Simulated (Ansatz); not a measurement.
# C₂H₃+ (singlet): wave-function methods side by side, cc-pVDZ

One table from this session's results is given with a row withheld; the runs are named, their logs left out.

Program: Ansatz 0.2.0, Gaussian basis. Level of theory: cc-pVDZ, core rule «outside noble gas», up to 2 orbitals frozen. These are calculated values, not measurements.

The runs, in order: UHF; CCSD(T) on RHF; CCSD(T) on UHF; BCCD(T) on RHF; CISD; CCSDT(Q) on RHF; CCSDT(Q) on UHF.

17 further runs of the same task are left out: 6 that didn't finish, 11 set aside as unsound or not needed. Runs told in other sessions of the task aren't counted.

**What is computed**

The geometry is a PBE0/def2-TZVP stationary point (not a proven minimum) of the parent state, kept for this charge and spin.

5 atoms, charge 1, spin multiplicity 1.

Atoms are counted from 1 here; the program's logs count them from 0.

Bond lengths: C1–C2 1.428 Å, C1–H3 1.121 Å, C1–H4 1.099 Å, C1–H5 1.099 Å. Angles: C2–C1–H3 91.4°, C2–C1–H4 118.1°, C2–C1–H5 118.1°, H3–C1–H4 106.6°, H3–C1–H5 106.6°, H4–C1–H5 112.4°.

The first run:

The input, in.yaml:

```yaml
crystal:
  periodic: [false, false, false]
  atoms:
    - {symbol: C, position_ang: [-0.011769, 0.000000, 0.594637]}
    - {symbol: C, position_ang: [-0.025439, 0.000000, -0.833034]}
    - {symbol: H, position_ang: [1.109363, -0.000004, 0.611143]}
    - {symbol: H, position_ang: [-0.332990, 0.912927, 1.114803]}
    - {symbol: H, position_ang: [-0.332996, -0.912924, 1.114803]}
basis:
  gaussian: {orbitals: cc-pVDZ}
total_charge: 1
magnetization: {spin_polarized: true, initial_magnetization: 0}
hamiltonian: {xc: hf}
output: {orbitals: {seedname: orbitals}}
```

Command:

```console
$ ansatz run in.yaml --threads 1 --pin off --events-out ev --progress --plain --max-ram 2393MiB
```

Among the steps run: UHF; CCSD(T) on RHF; CCSD(T) on UHF; BCCD(T) on RHF; CISD; CCSDT(Q) on RHF; CCSDT(Q) on UHF.

One of the session's tables, all rows but one given; the rest of the session is left out.

| method | from RCCSDT(Q) (meV) |
| --- | --- |
| RHF | +7347.8 |
| UHF | +7268.1 |
| RMP2 | +1341.8 |
| UMP2 | +1523.5 |
| CISD | ? |
| RCCSD | +293.5 |
| UCCSD | +300.6 |
| RCCSD(T) | +45.2 |
| UCCSD(T) | +51.4 |
| BCCD(T) | +40.1 |
| RCCSDT | +15.2 |
| UCCSDT | +16.6 |
| RCCSDT(Q) | 0 |
| UCCSDT(Q) | 0.0 |

Q: Estimate the row for CISD from the others.

The run gave: from RCCSDT(Q) (meV): +824.5. In the column «from RCCSDT(Q) (meV)» it lies between UCCSD (+300.6) and RMP2 (+1341.8).

To keep in mind: Restricted and unrestricted rows rest on different reference determinants; a gap between their highest levels can come from leftover correlation error, from unlike frozen cores or from another state.
